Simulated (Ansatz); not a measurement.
# Litharge SnO

All values below come from PBEsol+SOC (Ansatz, a quantum-chemistry and plane-wave program, plane waves, PAW).

Run with plane-wave cutoff 520 eV, 20×20×16 k mesh (along the axes of the cell as run), Fermi–Dirac smearing 0.05 eV, PAW data made under PBE.

Cell: relaxed at this level.

```json
{
  "elastic constant C11": "95.2 GPa",
  "elastic constant C12": "82.7 GPa",
  "elastic constant C13": "11.6 GPa",
  "elastic constant C33": "38.2 GPa",
  "elastic constant C44": "28.9 GPa",
  "elastic constant C66": "85.4 GPa",
  "Voigt–Reuss–Hill bulk modulus": "40.2 GPa",
  "polycrystal shear modulus (Hill average)": "27.2 GPa"
}
```

Note: the solid has no gap at this level, which affects its response; the cell comes from a level without a dispersion term, which matters for the spacing of layers, chains or molecules.

Elastic constants are with the ions relaxed.

Computing time: very roughly 11 core-hours.
